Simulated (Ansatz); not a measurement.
# CH5Al: the cost of one run

All numbers below are computed with Ansatz 0.2.0 (UKS B3LYP-D4/cc-pVDZ).

## Step 1: The system as given

Bond lengths: Al1–C3 1.922 Å, Al1–H5 1.576 Å, C3–H6 1.095 Å, C3–H7 1.095 Å. Angles: Al1–C3–H6 121.3°, Al1–C3–H7 122.9°, H6–C3–H7 105.4°, C3–Al1–H5 159.7°.

As a file:

```xyz
7

Al   -0.8446    0.5604   -0.4344
H    -0.9467   -0.3504    1.3441
C     0.8567   -0.2717   -0.1046
H    -0.0460   -0.4725    0.9457
H    -1.9677    1.3885   -1.1662
H     1.1775   -1.1541   -0.6690
H     1.7709    0.2999    0.0844
```

## Step 2: Run 1

150 steps of 0.5 fs at constant energy, with velocities drawn for 100 K.

Input file input.yaml:

```yaml
crystal:
  periodic: [false, false, false]
  atoms:
    - { symbol: Al, position_ang: [-0.8446, 0.5604, -0.4344] }
    - { symbol: H, position_ang: [-0.9467, -0.3504, 1.3441] }
    - { symbol: C, position_ang: [0.8567, -0.2717, -0.1046] }
    - { symbol: H, position_ang: [-0.046, -0.4725, 0.9457] }
    - { symbol: H, position_ang: [-1.9677, 1.3885, -1.1662] }
    - { symbol: H, position_ang: [1.1775, -1.1541, -0.669] }
    - { symbol: H, position_ang: [1.7709, 0.2999, 0.0844] }
magnetization:
  spin_polarized: true
basis:
  gaussian: { orbitals: cc-pVDZ }
hamiltonian:
  xc: b3lyp
  dispersion: d4
md:
  timestep: 0.5
  n_steps: 150
  ensemble: nve
  temperature: 100.0
  initial_velocities: maxwell_boltzmann
  seed: 178293
```

Started as:

```bash
> ansatz run input.yaml --threads 1 --pin off --max-ram 2048MiB --backend cpu --events-out ev --progress --plain --runs-dir out
```

What time and memory should one allow on 1 thread of an x86-64 CPU, shared host?

About 2.7 min, with a peak of 0.14 GiB.
